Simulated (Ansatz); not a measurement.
# C$_{3}$H$_{6}$, singlet: reading a ladder of total energies

Geometry: MP2(full)/6-31G*, from the G2/97 set.

```yaml
atoms:
  - { symbol: C, position_ang: [0.0000, 0.8670, 0.0000] }
  - { symbol: C, position_ang: [0.7508, -0.4335, 0.0000] }
  - { symbol: C, position_ang: [-0.7508, -0.4335, 0.0000] }
  - { symbol: H, position_ang: [0.0000, 1.4558, 0.9105] }
  - { symbol: H, position_ang: [0.0000, 1.4558, -0.9105] }
  - { symbol: H, position_ang: [1.2607, -0.7279, -0.9105] }
  - { symbol: H, position_ang: [1.2607, -0.7279, 0.9105] }
  - { symbol: H, position_ang: [-1.2607, -0.7279, 0.9105] }
  - { symbol: H, position_ang: [-1.2607, -0.7279, -0.9105] }
```

Basis 6-31G; Ansatz 0.2.0. Only valence electrons are correlated (noble-gas cores frozen), which leaves 18 electrons in 36 orbitals. Prefix R: restricted or restricted open-shell reference.

Full CI isn't at hand for all of this; RCCSDT(Q) serves as the reference, and is uncertain by about the last step of the cluster series.

Runs differ by some tens of microhartree through their thresholds, so steps under 0.03 kcal/mol mean nothing.

```csv
level,total energy (hartree)
RHF,-117.007418
RMP2,-117.277785
RCCSD,-117.313143
RCCSD(T),-117.320207
RCCSDT,-117.320672
RCCSDT(Q),-117.321175
```

Q: What is the correlation energy at RCCSDT(Q), and what share of it do RMP2 and RCCSDT recover?

A: E(corr) = -117.321175 − (-117.007418) = -0.313757 hartree = -8.538 eV. RMP2: -0.270367 / -0.313757 = 86.17 %. RCCSDT: -0.313254 / -0.313757 = 99.84 %.

Q: By how many kcal/mol does RCCSD(T) miss RCCSDT(Q) (1 hartree = 627.509 kcal/mol), and which steps make up the rest?

A: -117.320207 − (-117.321175) = 0.000968 hartree = 0.61 kcal/mol. Steps: RCCSDT − RCCSD(T) = -0.29, RCCSDT(Q) − RCCSDT = -0.32 kcal/mol. That is within 1 kcal/mol of the reference in this basis, which itself misses far more of the correlation at the basis-set limit.
